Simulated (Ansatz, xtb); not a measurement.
Molecule: C3H3 (charge -1, singlet). It need not be the lowest isomer of its formula. Whether it binds its extra electron was not tested at this geometry. 
Structure (B3LYP-D3(BJ)/def2-TZVP (Ansatz, a quantum-chemistry and plane-wave program) minimum search):
SMILES: [C-]#CC
```xyz
6

C      0.0046    -0.0025     0.3349
C      0.0216    -0.0117     1.5723
C     -0.0155     0.0084    -1.1294
H     -0.0179     1.0267    -1.5482
H      0.8559    -0.4989    -1.5715
H     -0.9021    -0.4930    -1.5473
```
Charge -1, spin multiplicity 1.

Harmonic wavenumbers from GFN2-xTB (xtb, at its own minimum), cm⁻¹: 347, 347, 864, 982, 982, 1380, 1521, 1521, 2064, 2711, 2711, 2781.

Task: Give the harmonic wavenumbers at B3LYP-D3(BJ)/def2-TZVP (Ansatz, finite differences of forces, unscaled).

Result: 287, 287, 921, 1042, 1042, 1396, 1478, 1478, 2078, 2924, 2935, 2935 cm⁻¹. Zero-point energy 26.9 kcal/mol.

Task: From these and the geometry, give the ideal-gas thermochemistry at 298.15 K and 1 atm (rigid rotor, harmonic oscillator).

Result: Point group C3v, rotational symmetry number 3. Rotational constants 162.2, 9.239, 9.239 GHz. S(trans) 36.92, S(rot) 18.50, S(vib) 3.31, S(elec, spin only) 0.00, S 58.7 cal/(mol K). H(298) - H(0) 3.00 kcal/mol; G - E(el) 12.4 kcal/mol.
